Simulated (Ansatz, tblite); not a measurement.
**The cluster GeO₂−: which isomer is lowest**

Aim: relax the candidate shapes of the cluster GeO₂− that a cheap search turned up, and see how the levels of theory order them.

Method: relaxed with PBE-D4/def2-TZVPD, doublet; program: Ansatz 0.2.0, Gaussian basis.

### 1 The starting structure

3 atoms, charge -1, spin multiplicity 2.

Atoms are counted from 1 here; the program's logs count them from 0.

Bond lengths: Ge1–O2 1.663 Å, Ge1–O3 1.663 Å. Angles: O2–Ge1–O3 123.5°.

The ion is computed in the gas phase, without counter-ions or solvent.

A search from random starts with GFN2-xTB found 3 distinct shapes; 2 go on here. The structure above is candidate A, which lies 0.00 eV above the lowest at that level; B lies 3.26 eV above the lowest at that level.

### 2 Relaxing candidate A

The input, in.yaml:

```yaml
crystal:
  periodic: [false, false, false]
  atoms:
    - {symbol: Ge, position_ang: [0.520340, -0.063740, 0.014440]}
    - {symbol: O, position_ang: [-0.440740, -1.419050, 0.086330]}
    - {symbol: O, position_ang: [-0.079600, 1.482790, -0.100770]}
basis:
  gaussian: {orbitals: def2-TZVPD}
total_charge: -1
magnetization: {spin_polarized: true, initial_magnetization: 1}
hamiltonian: {xc: pbe, dispersion: d4}
scf: {lower_state_search: "off"}
output: {orbitals: {seedname: orbitals}}
relax: {f_tol: 0.02, max_steps: 100}
```

Run with:

```
$ ansatz run in.yaml --threads 4 --pin off --events-out ev --progress --plain --max-ram 3916MiB
```

The program printed (excerpt; [...] marks lines left out):

```text
Functional definition: PBE
  name "PBE"
  cite "Perdew, Burke & Ernzerhof, Phys. Rev. Lett. 77, 3865 (1996) doi:10.1103/PhysRevLett.77.3865"
  parent pbe
[...]
741 factors; their error is unknown
[...]
mean field -60602.43395125 eV, -2227.0983699033 hartree, gradient 1.3e-6 eV, S^2 0.752898; 0 other end points of the search recorded, 0 dependent functions left out
[...]
reference -60602.43398856 eV, -2227.0983712743 hartree; 25, 24 occupied and 109, 110 virtual orbitals, 741 factors
relax step   1: F+E_penalty+E_count = -60602.49491633 eV  Δ(F+E_penalty+E_count) = +0.000e0 eV  max|allowed force component| = 2.019e0 eV/Å  Δτ_max = 0.0000 Å  (18 SCF iters, accepted)
[...]
relax step   4: F+E_penalty+E_count = -60602.64065591 eV  Δ(F+E_penalty+E_count) = -1.074e-3 eV  max|allowed force component| = 2.796e-2 eV/Å  Δτ_max = 0.0124 Å  (22 SCF iters, accepted)
[...]
relax step   5: F+E_penalty+E_count = -60602.64068862 eV  Δ(F+E_penalty+E_count) = -3.270e-5 eV  max|allowed force component| = 4.633e-4 eV/Å  Δτ_max = 0.0011 Å  (17 SCF iters, accepted)
Total energy: -60602.64072612 eV, -2227.1059687396 hartree
Atom 0 at     0.462591    -0.056737     0.012842 Å, force    -0.000452     0.000068    -0.000013 eV/Å
Atom 1 at    -0.424351    -1.523022     0.093607 Å, force     0.000277     0.000395    -0.000021 eV/Å
Atom 2 at    -0.038239     1.579759    -0.106449 Å, force     0.000175    -0.000463     0.000034 eV/Å
Dipole moment:     0.389699    -0.047797     0.010819 e Å
Checks for a lower state left out: stability, starts, cluster_reference, orbital_swaps, neighbouring_geometries, increment
```

Run time: 4.5 s. Hardware: 4 threads of Arm Neoverse V2, shared host.

Along the way:

```csv
step,energy from step 1 (eV),largest force component (eV/Å)
1,0.0000,2.0189
2,-0.1131,0.8429
3,-0.1447,0.0822
4,-0.1457,0.0280
5,-0.1458,0.0005
```

Close pairs (by a distance rule), those that changed most:

```csv
bond,before (Å),after (Å),change (Å)
Ge1–O3,1.663,1.716,+0.053
Ge1–O2,1.663,1.716,+0.053
```

### 3 Relaxing candidate B

The input, in.yaml:

```yaml
crystal:
  periodic: [false, false, false]
  atoms:
    - {symbol: Ge, position_ang: [0.846160, -0.413190, 0.690870]}
    - {symbol: O, position_ang: [-0.847220, 0.313860, 0.238200]}
    - {symbol: O, position_ang: [0.001060, 0.099330, -0.929080]}
basis:
  gaussian: {orbitals: def2-TZVPD}
total_charge: -1
magnetization: {spin_polarized: true, initial_magnetization: 1}
hamiltonian: {xc: pbe, dispersion: d4}
scf: {lower_state_search: "off"}
output: {orbitals: {seedname: orbitals}}
relax: {f_tol: 0.02, max_steps: 100}
```

Same command.

The program printed (excerpt; [...] marks lines left out):

```text
Functional definition: PBE
  name "PBE"
  cite "Perdew, Burke & Ernzerhof, Phys. Rev. Lett. 77, 3865 (1996) doi:10.1103/PhysRevLett.77.3865"
  parent pbe
[...]
741 factors; their error is unknown
[...]
mean field -60599.91226028 eV, -2227.0056994695 hartree, gradient 4.9e-6 eV, S^2 0.753744; 0 other end points of the search recorded, 0 dependent functions left out
[...]
reference -60599.91229506 eV, -2227.0057007476 hartree; 25, 24 occupied and 109, 110 virtual orbitals, 741 factors
relax step   1: F+E_penalty+E_count = -60599.96895427 eV  Δ(F+E_penalty+E_count) = +0.000e0 eV  max|allowed force component| = 1.302e0 eV/Å  Δτ_max = 0.0000 Å  (20 SCF iters, accepted)
[...]
relax step   4: F+E_penalty+E_count = -60600.02072192 eV  Δ(F+E_penalty+E_count) = -2.746e-4 eV  max|allowed force component| = 5.491e-2 eV/Å  Δτ_max = 0.0040 Å  (22 SCF iters, accepted)
[...]
relax step   5: F+E_penalty+E_count = -60600.02082962 eV  Δ(F+E_penalty+E_count) = -1.077e-4 eV  max|allowed force component| = 1.462e-4 eV/Å  Δτ_max = 0.0015 Å  (22 SCF iters, accepted)
Total energy: -60600.02086486 eV, -2227.0096906141 hartree
Atom 0 at     0.841167    -0.410751     0.686787 Å, force     0.000146    -0.000071     0.000120 eV/Å
Atom 1 at    -0.865702     0.317947     0.269099 Å, force    -0.000053     0.000031    -0.000086 eV/Å
Atom 2 at     0.024535     0.092804    -0.955896 Å, force    -0.000093     0.000041    -0.000034 eV/Å
Dipole moment:     0.269082    -0.131396     0.219698 e Å
Checks for a lower state left out: stability, starts, cluster_reference, orbital_swaps, neighbouring_geometries, increment
```

Wall time 4.4 s (4 threads of Arm Neoverse V2, shared host).

The steps of the relaxation:

```csv
step,energy from step 1 (eV),largest force component (eV/Å)
1,0.0000,1.3025
2,-0.0337,0.7108
3,-0.0515,0.0907
4,-0.0518,0.0549
5,-0.0519,0.0001
```

Close pairs (by a distance rule), those that changed most:

```csv
bond,before (Å),after (Å),change (Å)
O2–O3,1.459,1.531,+0.072
Ge1–O2,1.898,1.902,+0.005
Ge1–O3,1.898,1.902,+0.005
```

### 4 The relaxed candidates

```csv
candidate,point group,"bonds (count, mean Å)",energy above the lowest (kJ/mol)
A,C2v,"Ge–O 2, 1.72",0.0
B,C2v,"Ge–O 2, 1.90; O–O 1, 1.53",252.8
```

### 5 Candidate B, GFN1-xTB

Tight binding, by tblite at 300 K electronic temperature and without a spin-polarisation term:

```python
tblite.interface.Calculator('GFN1-xTB', numbers, positions, charge=-1, uhf=1).singlepoint()
```

Energy -302.1715 eV; 0.002 s.

### 6 Candidate B, GFN2-xTB

Tight binding, by tblite at 300 K electronic temperature and without a spin-polarisation term:

```python
tblite.interface.Calculator('GFN2-xTB', numbers, positions, charge=-1, uhf=1).singlepoint()
```

Energy -276.5768 eV; 0.002 s.

### 7 Candidate B, PBE0-D4/def2-TZVPD

start.molden holds the orbitals of an earlier run on this state, given as this run's starting guess.

The input, in.yaml:

```yaml
crystal:
  periodic: [false, false, false]
  atoms:
    - {symbol: Ge, position_ang: [0.841167, -0.410751, 0.686787]}
    - {symbol: O, position_ang: [-0.865702, 0.317947, 0.269099]}
    - {symbol: O, position_ang: [0.024535, 0.092804, -0.955896]}
basis:
  gaussian: {orbitals: def2-TZVPD, initial_orbitals: start.molden}
total_charge: -1
magnetization: {spin_polarized: true, initial_magnetization: 1}
hamiltonian: {xc: pbe0, dispersion: d4}
scf: {omitted_lower_state_checks: [starts]}
output: {orbitals: {seedname: orbitals}}
```

Launched as before.

The program printed:

```text
Functional definition: PBE0
  name "PBE0"
  cite "Adamo & Barone, J. Chem. Phys. 110, 6158 (1999) doi:10.1063/1.478522"
  cite "Perdew, Burke & Ernzerhof, Phys. Rev. Lett. 77, 3865 (1996) doi:10.1103/PhysRevLett.77.3865"
  parent pbe
  parameter a = 0.25
  parameter kappa = 0.804
  parameter beta = 0.06672455060314922
  exchange = (1 - a)*pbe_x(kappa = kappa, mu = beta*pi^2/3) + a*exact_x
  correlation = pbe_c(beta = beta)
these checks for a lower state are left out or cut short: starts
794 factors; their error is unknown
mean field evaluation 1: about -60600.3144 eV, gradient 7.6e0 eV
mean field evaluation 2: about -60600.4419 eV, gradient 1.9e-1 eV
mean field evaluation 4: about -60600.6838 eV, gradient 2.0e-1 eV
mean field evaluation 8: about -60600.6839 eV, gradient 1.8e-5 eV
mean field -60600.68388080 eV, -2227.0340560007 hartree, gradient 1.6e-5 eV, S^2 0.755336; 0 other end points of the search recorded, 0 dependent functions left out
reference -60600.68390859 eV, -2227.0340570217 hartree; 25, 24 occupied and 109, 110 virtual orbitals, 794 factors
Total energy: -60600.73077959 eV, -2227.0357794993 hartree
Checks for a lower state left out: starts
```

Run time: 1.9 s. Hardware: 4 threads of Arm Neoverse V2, shared host.

Report: HOMO 1.11 eV, LUMO 3.69 eV (over both spins); ⟨S²⟩ 0.755 (pure: 0.75). Doubts: highest occupied level lies above zero.

### 8 Candidate B, PBE-D4/def2-TZVPD

Changes to in.yaml since step 7:

```diff
@@ -10,4 +10,4 @@
 magnetization: {spin_polarized: true, initial_magnetization: 1}
-hamiltonian: {xc: pbe0, dispersion: d4}
+hamiltonian: {xc: pbe, dispersion: d4}
 scf: {omitted_lower_state_checks: [starts]}
-output: {orbitals: {seedname: orbitals}}
+output: {forces: true, orbitals: {seedname: orbitals}}
```

The command is unchanged.

The program printed (excerpt; [...] marks lines left out):

```text
Functional definition: PBE
  name "PBE"
  cite "Perdew, Burke & Ernzerhof, Phys. Rev. Lett. 77, 3865 (1996) doi:10.1103/PhysRevLett.77.3865"
  parent pbe
[...]
741 factors; their error is unknown
[...]
mean field -60599.96377454 eV, -2227.0075925838 hartree, gradient 2.5e-5 eV, S^2 0.753507; 0 other end points of the search recorded, 0 dependent functions left out
[...]
reference -60599.96380978 eV, -2227.0075938787 hartree; 25, 24 occupied and 109, 110 virtual orbitals, 741 factors
Total energy: -60600.02086486 eV, -2227.0096906141 hartree
Atom 0 at     0.841167    -0.410751     0.686787 Å, force     0.000147    -0.000072     0.000120 eV/Å
Atom 1 at    -0.865702     0.317947     0.269099 Å, force    -0.000056     0.000031    -0.000084 eV/Å
Atom 2 at     0.024535     0.092804    -0.955896 Å, force    -0.000091     0.000040    -0.000036 eV/Å
Dipole moment:     0.269082    -0.131396     0.219698 e Å
Checks for a lower state left out: starts
```

It took 1.5 s on 4 threads of Arm Neoverse V2, shared host.

Report: HOMO 2.09 eV, LUMO 2.98 eV (over both spins); ⟨S²⟩ 0.754 (pure: 0.75). Doubts: highest occupied level lies above zero.

### 9 Candidate B, r2SCAN-D4/def2-TZVPD

Changes to in.yaml since step 8:

```diff
@@ -10,4 +10,4 @@
 magnetization: {spin_polarized: true, initial_magnetization: 1}
-hamiltonian: {xc: pbe, dispersion: d4}
+hamiltonian: {xc: r2scan, dispersion: d4}
 scf: {omitted_lower_state_checks: [starts]}
-output: {forces: true, orbitals: {seedname: orbitals}}
+output: {orbitals: {seedname: orbitals}}
```

Same command.

The program printed:

```text
Functional definition: r2SCAN
  name "r2SCAN"
  cite "Furness, Kaplan, Ning, Perdew & Sun, J. Phys. Chem. Lett. 11, 8208 (2020) doi:10.1021/acs.jpclett.0c02405"
  cite "Furness, Kaplan, Ning, Perdew & Sun, J. Phys. Chem. Lett. 11, 9248 (2020) doi:10.1021/acs.jpclett.0c03077"
  parent r2scan
  parameter k0 = 0.174
  parameter k1 = 0.065
  parameter a1 = 4.9479
  exchange = r2scan_x(k0 = k0, k1 = k1, a1 = a1)
  correlation = r2scan_c
these checks for a lower state are left out or cut short: starts
741 factors; their error is unknown
mean field evaluation 1: about -60610.0619 eV, gradient 4.8e0 eV
mean field evaluation 2: about -60610.1060 eV, gradient 6.0e-2 eV
mean field evaluation 4: about -60610.0999 eV, gradient 2.5e-4 eV
mean field evaluation 8: about -60610.0999 eV, gradient 1.3e-5 eV
mean field -60610.09988316 eV, -2227.3800877050 hartree, gradient 1.3e-5 eV, S^2 0.757522; 0 other end points of the search recorded, 0 dependent functions left out
reference -60610.09990370 eV, -2227.3800884598 hartree; 25, 24 occupied and 109, 110 virtual orbitals, 741 factors
Total energy: -60610.11151851 eV, -2227.3805152962 hartree
Checks for a lower state left out: starts
```

It took 3.1 s on 4 threads of Arm Neoverse V2, shared host.

HOMO 1.82 eV, LUMO 3.21 eV (over both spins); ⟨S²⟩ 0.758 (pure: 0.75). Doubts: highest occupied level lies above zero.

### 10 Candidate B, B3LYP-D4/def2-TZVPD

Changes to in.yaml since step 9:

```diff
@@ -10,3 +10,3 @@
 magnetization: {spin_polarized: true, initial_magnetization: 1}
-hamiltonian: {xc: r2scan, dispersion: d4}
+hamiltonian: {xc: {name: B3LYP}, dispersion: d4}
 scf: {omitted_lower_state_checks: [starts]}
```

The command is unchanged.

The program printed (excerpt; [...] marks lines left out):

```text
Functional definition: B3LYP
  name "B3LYP"
  cite "Stephens, Devlin, Chabalowski & Frisch, J. Phys. Chem. 98, 11623 (1994) doi:10.1021/j100096a001"
  cite "Becke, Phys. Rev. A 38, 3098 (1988) doi:10.1103/PhysRevA.38.3098"
  cite "Lee, Yang & Parr, Phys. Rev. B 37, 785 (1988) doi:10.1103/PhysRevB.37.785"
  cite "Vosko, Wilk & Nusair, Can. J. Phys. 58, 1200 (1980) doi:10.1139/p80-159"
[...]
782 factors; their error is unknown
[...]
mean field -60613.50403926 eV, -2227.5051881341 hartree, gradient 1.4e-5 eV, S^2 0.753283; 0 other end points of the search recorded, 0 dependent functions left out
reference -60613.50423330 eV, -2227.5051952648 hartree; 25, 24 occupied and 109, 110 virtual orbitals, 782 factors
Total energy: -60613.59895059 eV, -2227.5086760613 hartree
Checks for a lower state left out: starts
```

Run time: 2.2 s. Hardware: 4 threads of Arm Neoverse V2, shared host.

Report: HOMO 1.37 eV, LUMO 3.50 eV (over both spins); ⟨S²⟩ 0.753 (pure: 0.75). Doubts: highest occupied level lies above zero.

### 11 Candidate B, PBE-QIDH/def2-TZVPD

Changes to in.yaml since step 10:

```diff
@@ -10,4 +10,3 @@
 magnetization: {spin_polarized: true, initial_magnetization: 1}
-hamiltonian: {xc: {name: B3LYP}, dispersion: d4}
+hamiltonian: {xc: {name: PBE-QIDH}}
 scf: {omitted_lower_state_checks: [starts]}
-output: {orbitals: {seedname: orbitals}}
```

The command is unchanged.

The program printed (excerpt; [...] marks lines left out):

```text
Functional definition: PBE-QIDH
  name "PBE-QIDH"
  cite "Brémond, Sancho-García, Pérez-Jiménez & Adamo, J. Chem. Phys. 141, 031101 (2014) doi:10.1063/1.4890314"
  cite "Perdew, Burke & Ernzerhof, Phys. Rev. Lett. 77, 3865 (1996) doi:10.1103/PhysRevLett.77.3865"
[...]
839 factors; integrals over basis functions are off by at most 7.9e-4 eV
[...]
mean field -60583.45362259 eV, -2226.4008556902 hartree, gradient 4.8e-6 eV, S^2 0.761248; 0 other end points of the search recorded, 0 dependent functions left out
11 core orbitals not correlated: weight in the atoms' cores, before any rotation towards them, 1.000 or more for the frozen orbitals, at most 0.000 for the correlated occupied ones
reference -60583.45363474 eV, -2226.4008561369 hartree; 14, 13 occupied and 109, 110 virtual orbitals, 839 factors
second order -22.48165678 eV of doubles, -0.00000000 eV of singles
Total energy: -60590.94752033 eV, -2226.6762513529 hartree
Checks for a lower state left out: starts
```

Wall time 3.5 s (4 threads of Arm Neoverse V2, shared host).

Report: ⟨S²⟩ 0.761 (pure: 0.75).

### 12 Candidate B, CCSD(T)/def2-TZVPPD

The input, in.yaml:

```yaml
crystal:
  periodic: [false, false, false]
  atoms:
    - {symbol: Ge, position_ang: [0.841167, -0.410751, 0.686787]}
    - {symbol: O, position_ang: [-0.865702, 0.317947, 0.269099]}
    - {symbol: O, position_ang: [0.024535, 0.092804, -0.955896]}
basis:
  gaussian: {orbitals: "def2-TZVPPD.json", initial_orbitals: start.molden}
total_charge: -1
magnetization: {spin_polarized: true, initial_magnetization: 1}
correlation: {method: ccsd_t}
scf: {omitted_lower_state_checks: [starts, cluster_reference]}
output: {orbitals: {seedname: orbitals}}
```

Launched as before.

The program printed (excerpt; [...] marks lines left out):

```text
Functional definition: HF
  name "HF"
  cite "Fock, Z. Phys. 61, 126 (1930) doi:10.1007/BF01340294"
  parent pbe
[...]
839 factors; integrals over basis functions are off by at most 7.9e-4 eV
[...]
mean field -60546.91258829 eV, -2225.0579974484 hartree, gradient 2.7e-6 eV, S^2 0.844794; 1 other end points of the search recorded, 0 dependent functions left out
11 core orbitals not correlated: weight in the atoms' cores, before any rotation towards them, 1.000 or more for the frozen orbitals, at most 0.000 for the correlated occupied ones
reference -60546.91258829 eV, -2225.0579974484 hartree; 14, 13 occupied and 109, 110 virtual orbitals, 839 factors
second order -19.39814291 eV of doubles, -0.00000000 eV of singles
cycle   1  -18.38489601 eV  change     1.0e0 eV  update   1.6e-1
[...]
cycle  13  -19.43113875 eV  change   -1.4e-6 eV  update   2.7e-5
perturbative correction -0.97521619 eV, -0.0358385339 hartree
Total energy: -60567.31894323 eV, -2225.8079171605 hartree
Checks for a lower state left out: starts, cluster_reference
```

It took 19 s on 4 threads of Arm Neoverse V2, shared host; peak memory 1.2 GiB.

Report: Hartree-Fock HOMO -1.37 eV, LUMO 5.60 eV (over both spins); ⟨S²⟩ 0.845 (pure: 0.75); T1 0.030; the next solution that the search met lies 0.007 eV higher.

### 13 B against A

The energies of A at these levels come from its own runs, whose logs aren't repeated here.

Differences are taken before rounding.

```csv
method,B above A (kJ/mol),from CCSD(T)/def2-TZVPPD (kJ/mol),time
GFN1-xTB,344.1,+82.5,0.004 s
GFN2-xTB,310.9,+49.3,0.003 s
HF/def2-TZVPPD,233.4,-28.3,
PBE-D4/def2-TZVPD,252.8,-8.8,2.8 s
r2SCAN-D4/def2-TZVPD,256.5,-5.1,6.1 s
B3LYP-D4/def2-TZVPD,255.4,-6.2,4.1 s
PBE0-D4/def2-TZVPD,245.5,-16.1,4.1 s
PBE-QIDH/def2-TZVPD,262.4,+0.8,6 s
MP2/def2-TZVPPD,310.5,+48.9,
CCSD/def2-TZVPPD,253.4,-8.2,
CCSD(T)/def2-TZVPPD,261.6,0,28 s
```

Among the levels timed on like hardware and quicker than the yardstick, those that no quicker one beats, quickest first: GFN2-xTB (0.003 s, +49.3 kJ/mol); PBE-D4/def2-TZVPD (2.8 s, -8.8 kJ/mol); B3LYP-D4/def2-TZVPD (4.1 s, -6.2 kJ/mol); PBE-QIDH/def2-TZVPD (6 s, +0.8 kJ/mol).

Times add the two runs; a level without a time comes out of a correlated run.

### 14 What came out

| quantity | value |
| --- | --- |
| B above A, CCSD(T)/def2-TZVPPD | +261.6 kJ/mol |
| levels that put B lower | none |

What this shows: All levels free of doubt put A (C2v) below B (C2v), by 233.4 to 344.1 kJ/mol. The reference is CCSD(T) in one finite basis, so it carries an error of its own, often a tenth of an eV or more, and near misses can't be ranked. A random search of this size may have missed the true lowest shape. Only doublets are compared; another spin may lie lower and prefer another shape.

The anion's highest level is positive in at least one run, so there the basis alone may hold the extra electron.
